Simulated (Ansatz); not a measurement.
Mulliken charges of C$_{2}$H$_{3}$N, SMILES `C1=CN1` from PBE/def2-TZVPP in Ansatz (PBE0-D4/def2-TZVP geometry).

```csv
atom,x (Å),y (Å),z (Å),charge (e)
C1,-0.689,-0.205,-0.194,-0.100
C2,0.546,-0.211,-0.483,-0.100
N3,0.135,0.829,0.519,-0.341
H4,-1.726,-0.463,-0.301,0.194
H5,1.426,-0.480,-1.038,0.194
H6,0.351,0.465,1.451,0.153
```

Question: By hand: the dipole of these point charges (1 e Å = 4.8032 D).

Answer: Σ q r = (-0.036, -0.353, -0.147) e Å, of length 0.384 e Å = 1.84 D.

Question: How does the dipole of the full density compare? (Estimate.)

Answer: Computed: (-0.009, -0.387, -0.031) e Å, 1.87 D; the point charges give 0.98 times that, at 18° from its direction.

Point charges leave out the atoms' own dipoles, such as those of lone pairs, and Mulliken's split depends on the basis, so the two needn't agree.
